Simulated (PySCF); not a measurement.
MSi cations for M along the third period

CCSD(T) with double-zeta basis sets in PySCF, for the lowest determinant that a PBE0 search found; no spin–orbit coupling. De refers to high-spin ground-configuration atoms (the charge goes to the atom of lower measured ionisation energy or higher electron affinity, which is not always the lowest computed limit).

```json
{"M": "Na", "basis": "pcseg-1", "reference, frozen orbitals": "UHF, 6", "charged atom": "Na+", "state (unpaired electrons)": "triplet (σ ↑, π ↑)", "Re (Å)": "3.284", "ωe (cm⁻¹)": "126", "De (eV)": "0.37"}
{"M": "Mg", "basis": "cc-pVDZ/cc-pV(D+d)Z", "reference, frozen orbitals": "UHF, 6", "charged atom": "Mg+", "state (unpaired electrons)": "doublet (π ↑)", "Re (Å)": "2.748", "ωe (cm⁻¹)": "273", "De (eV)": "1.64"}
{"M": "Al", "basis": "def2-SVP", "reference, frozen orbitals": "ROHF, 10", "charged atom": "Al+", "state (unpaired electrons)": "triplet (σ ↑, π ↑)", "Re (Å)": "2.824", "ωe (cm⁻¹)": "189", "De (eV)": "0.71"}
{"M": "Si", "basis": "cc-pV(D+d)Z", "reference, frozen orbitals": "UHF, 10", "charged atom": "Si+", "state (unpaired electrons)": "quartet (σ ↑, π ↑↑)", "Re (Å)": "2.300", "ωe (cm⁻¹)": "461", "De (eV)": "3.11"}
{"M": "P", "basis": "x2c-SVPall", "reference, frozen orbitals": "UHF, 10", "charged atom": "Si+", "state (unpaired electrons)": "triplet (π ↑↑)", "Re (Å)": "2.240", "ωe (cm⁻¹)": "492", "De (eV)": "2.30"}
{"M": "Cl", "basis": "def2-SVP", "reference, frozen orbitals": "RHF, 10", "charged atom": "Si+", "state (unpaired electrons)": "singlet (closed shell)", "Re (Å)": "1.972", "ωe (cm⁻¹)": "680", "De (eV)": "4.74"}
```

The shortest bond is that of SiCl⁺ (1.972 Å), the longest that of NaSi⁺ (3.284 Å). SiCl⁺ is bound most strongly (4.74 eV) and NaSi⁺ least (0.37 eV).

The rows differ in basis set, which adds steps of its own.

The state changes along the series, so neighbouring rows are not always alike in their bonding.

Correlated steps freeze the inner cores (6 to 10 orbitals); shallow outer-core shells are correlated. UHF and ROHF references stand side by side, which adds small steps between rows. Weak bonds: NaSi⁺. Basis-set superposition, not corrected here, can be much of De in a small basis, most of all at correlated wavefunction levels. For an ion De counts to the pair picked by the measured ionisation energies or electron affinities, which need not be the lowest pair at this level. Where the molecule has an RHF reference, its open-shell atoms are computed with UHF. States were picked by a PBE0 search and need not be the measured ground states.
